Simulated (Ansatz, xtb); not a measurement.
Species: S2, charge 0, multiplicity 3. SMILES: S=S
Structure (B3LYP-D3(BJ)/def2-TZVP (Ansatz, a first-principles code) minimum search):
```xyz
2

S      0.0000     0.0000    -0.9518
S      0.0000     0.0000     0.9518
```
Charge 0, spin multiplicity 3.

Harmonic wavenumbers from GFN2-xTB (xtb, at its own minimum), cm⁻¹: 716.

Task: Give the harmonic wavenumbers at B3LYP-D3(BJ)/def2-TZVP (Ansatz, finite differences of forces, unscaled).

Result: 715 cm⁻¹. Zero-point energy 1.0 kcal/mol.

Task: From these and the geometry, give the ideal-gas thermochemistry at 298.15 K and 1 atm (rigid rotor, harmonic oscillator).

Result: Point group D∞h, rotational symmetry number 2. Rotational constants 8.699, 8.699 GHz. S(trans) 38.39, S(rot) 13.67, S(vib) 0.29, S(elec, spin only) 2.18, S 54.5 cal/(mol K). H(298) - H(0) 2.14 kcal/mol; G - E(el) -13.1 kcal/mol.
